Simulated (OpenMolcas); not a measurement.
# Worked example: vertical ionisation energy of CHFO (formyl fluoride)

CHFO has 4 atoms, charge 0, and is taken as a singlet. SMILES: `O=CF`. Geometry: relaxed at PBE0-D4/def2-TZVP.

Both states at this one shape; open shells run unrestricted unless said. 1 Eh = 27.2114 eV.

```tsv
level	program	singlet CHFO (Eh)	doublet CHFO+ (Eh)	HOMO of the first (eV)
HF/3-21G	OpenMolcas	-211.569780	-211.159952	-13.60
M06-L/def2-TZVPP	OpenMolcas	-213.832579	-213.380089	-8.03
```

Task: Work out the vertical ionisation energy at each level.

Result: 
1. HF/3-21G: -211.159952 − (-211.569780) = 0.409828 Eh = 11.15 eV; −ε(HOMO) = 13.60 eV.
2. M06-L/def2-TZVPP: -213.380089 − (-213.832579) = 0.452490 Eh = 12.31 eV; −ε(HOMO) = 8.03 eV.

No measured value is set beside it here; the levels span 11.15 to 12.31 eV. In Hartree–Fock, −ε(HOMO) (Koopmans) exceeds the difference of totals by the orbital relaxation of the ion. In semi-local functionals −ε(HOMO) lies far under the ionisation energy, a result of self-interaction, while the difference of totals does much better. Hartree–Fock favours the state with fewer electron pairs, since it lacks pair correlation.
